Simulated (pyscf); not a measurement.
PySCF, gas phase, ωB97X-D3(BJ)/def2-SVP geometries.

Q: H₃Si–AsH–SiH₃ (SMILES [SiH3][AsH][SiH3]) -> H₂Si=As–SiH₃ (SMILES [SiH2]=[As][SiH3]) + H₂ (SMILES [H][H])
Surface: singlet. Broken: As–H, H–Si. Formed: H–H. Give ΔE‡ and ΔE from ωB97M-D3(BJ)/def2-TZVP, relative to the reactant's lowest minimum found.

A: ΔE‡ = 59.6 kcal/mol, ΔE = +34.0 kcal/mol. Zero-point energy shifts the barrier by -1.4 kcal/mol. It is an elimination, with an imaginary mode of 1258i cm⁻¹. At the saddle there is also a short H–Si contact that neither side keeps. This saddle turned up in a search for another step; its sides and bond changes are read from the two ends of the descent. This is the saddle that the search found; another between the same sides may lie lower. Elements up to Kr have no core potential and no relativistic terms here.
